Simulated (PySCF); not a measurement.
# Gas-phase XPS of nitryl fluoride, computed

Species: nitryl fluoride, FNO₂.
Bonds: O1–N2 (double), N2–O3, N2–F4.

Computed, not measured: delta-SCF UKS SCAN, pcX-2 on the ionised atom, pcseg-1 elsewhere, spin-free X2C in PySCF 2.14.0. Each binding energy is the total energy of the core-ionised species, with the hole localised on one atom, minus that of the ground state; both are solved self-consistently, so orbital relaxation is included.

**Question.** What binding energy does each computed site have?

**Answer.** 
```tsv
atom(s)	bonded to	level	binding energy (eV)	count
O1/O3	N	O 1s	541.78	2
N2	F and 2 O	N 1s	415.68	1
F4	N	F 1s	693.63	1
```

**Question.** Express the binding energy of F 1s of F4 in atomic units and per mole.

**Answer.** 693.63 eV = 25.4904 Eh = 66925 kJ/mol.

Atoms equivalent by their bonding share one computed value, that of the first of them. Geometry: PBE0-D3(BJ)/def2-SVP; no solvent, vibrations or thermal averaging.

Time: 6.7 s of wall time; peak memory 0.39 GiB. Hardware: Arm Neoverse N1, one thread, on a shared host.
